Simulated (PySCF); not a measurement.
Simulated P 2p region for `CP(C)(=O)O` (dimethylphosphinic acid), binding energy against the vacuum level.

Every computed line was given a Gaussian of 1.0 eV full width at half maximum and an area set by the number of equivalent atoms (split 2:1 within a doublet); the highest printed point is 100. Method used: PySCF, delta-SCF UKS SCAN, pcX-2 on the ionised atom, pcseg-1 elsewhere, spin-free X2C.

| binding energy (eV) | intensity |
| --- | --- |
| 137.1 | 0 |
| 137.2 | 0 |
| 137.3 | 1 |
| 137.4 | 2 |
| 137.5 | 3 |
| 137.6 | 6 |
| 137.7 | 10 |
| 137.8 | 17 |
| 137.9 | 25 |
| 138.0 | 36 |
| 138.1 | 48 |
| 138.2 | 62 |
| 138.3 | 75 |
| 138.4 | 87 |
| 138.5 | 95 |
| 138.6 | 100 |
| 138.7 | 100 |
| 138.8 | 97 |
| 138.9 | 91 |
| 139.0 | 84 |
| 139.1 | 78 |
| 139.2 | 72 |
| 139.3 | 67 |
| 139.4 | 62 |
| 139.5 | 57 |
| 139.6 | 51 |
| 139.7 | 45 |
| 139.8 | 37 |
| 139.9 | 30 |
| 140.0 | 23 |
| 140.1 | 17 |
| 140.2 | 11 |
| 140.3 | 7 |
| 140.4 | 5 |
| 140.5 | 3 |
| 140.6 | 1 |
| 140.7 | 1 |
| 140.8 | 0 |
| 140.9 | 0 |

How many maxima does the curve show, and how many computed lines lie under it?

The curve has 1 maximum (at 138.7 eV). Under it lie 2 lines from 1 inequivalent phosphorus site, drawn as a 2p3/2, 2p1/2 pair. At this width some lines have no maximum of their own.

Decompose the envelope and assign each component. Numbering: `[CH3:1][P:2]([CH3:3])(=[O:4])[OH:5]`.

```json
{"position (eV)": "138.59", "relative area": "0.67", "line": "P 2p3/2", "atoms": "P2", "environment": "phosphoryl phosphorus"}
{"position (eV)": "139.48", "relative area": "0.33", "line": "P 2p1/2", "atoms": "P2", "environment": "phosphoryl phosphorus"}
```

What are the centre and the root-mean-square width of the whole band?

The area-weighted mean of the lines is 138.89 eV. Their own spread about it is 0.42 eV (rms) and each Gaussian has σ = 1.0/2.355 = 0.42 eV; the variances add, which gives 0.60 eV.

The curve has no shake-up lines and no vibrational structure. Spin–orbit coupling isn't in the SCF: each 2p doublet comes from a relaxed spin-free hole plus a matrix of the shell (mean-field spin–orbit coupling and the ground-state 2p splitting), with 2p3/2 averaged over its two sublevels. 2p1/2 minus 2p3/2 (ligand field included): P 0.89 eV. The structure is a single GFN2-xTB conformer in the gas phase; no vibrational or solvent corrections.

Shape of the structure used: `[CH3:1][P:2]([CH3:3])(=[O:4])[OH:5]`: H–O5–P2–C1 -126°.
